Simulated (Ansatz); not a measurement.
**[H···H···OH], doublet along the distance H1-H2**

Starting geometry:

```yaml
atoms:
  - { symbol: H, position_ang: [-1.7980, 0.0498, 0.0000] }
  - { symbol: H, position_ang: [-1.0530, 0.0498, 0.0000] }
  - { symbol: O, position_ang: [0.1540, 0.0498, 0.0000] }
  - { symbol: H, position_ang: [0.4059, -0.8901, 0.0000] }
```

From there H2 is moved from one fragment to the other while all else, the fragments' distance too, stays fixed; atoms are numbered as listed. Energies are in eV, counted from the starting geometry at the same level. Kohn–Sham curves are unrestricted where that lies lower.

Basis cc-pVDZ; Ansatz 0.2.0. Correlated methods freeze the noble-gas cores. R marks a restricted (for open shells ROHF) determinant, U an unrestricted one.

In so small a basis the reference is far from its limit while semilocal and hybrid functionals are nearer theirs (RPA and double hybrids share much of the reference's basis error), so the functionals' errors here hold much of the reference's basis and frozen-core error, which can add to them or hide them.

Full CI isn't at hand for all of this; UCCSDTQ serves as the reference, and is uncertain by about the last step of the cluster series.

```csv
distance H1-H2 (Å),UCCSDTQ,PBE,revPBE,r2SCAN,PBE0,B3LYP,wB97X-V,wB97M-V,B2PLYP,RPA-PBE
0.745,0.000,0.000,0.000,0.000,0.000,0.000,0.000,0.000,0.000,0.000
0.776,-0.077,-0.101,-0.093,-0.090,-0.088,-0.081,-0.078,-0.083,-0.083,-0.076
0.838,-0.213,-0.248,-0.227,-0.230,-0.227,-0.203,-0.201,-0.215,-0.221,-0.189
0.900,-0.335,-0.335,-0.303,-0.328,-0.329,-0.283,-0.292,-0.313,-0.331,-0.265
0.962,-0.412,-0.347,-0.305,-0.361,-0.374,-0.304,-0.333,-0.358,-0.386,-0.286
```
